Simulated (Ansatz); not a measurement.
Basis-set extrapolation for C2H5FS2, SMILES `CC(F)(S)S` (PBE0-D4/def2-TZVP geometry, frozen core, Ansatz 0.2.0). Multiplicity 1, RHF reference.

|  | def2-TZVPP | def2-QZVPP |
| --- | --- | --- |
| HF | -973.231068 | -973.261641 |
| MP2 correlation | -0.950916 | -1.029491 |
| CCSD(T) correlation | -1.042188 | not run |

Energies in hartree. Use E(X) = E(∞) + A·exp(−7.88·√X) for Hartree–Fock and E(X) = E(∞) + B·X^(−2.97) for correlation, with X = 3 and 4, and add CCSD(T) minus MP2 of the smaller set to the MP2 limit.

Task: What is the CCSD(T) energy at the basis-set limit?

Result: HF limit: -973.261641 + (-0.030573) × 0.13774 = -973.26585. MP2 limit: -1.029491 + (-0.078575) × 0.74074 = -1.08769. Higher-order term: -1.042188 − (-0.950916) = -0.09127. Total: -974.44481 hartree, 107.7 kcal/mol below CCSD(T)/def2-TZVPP.
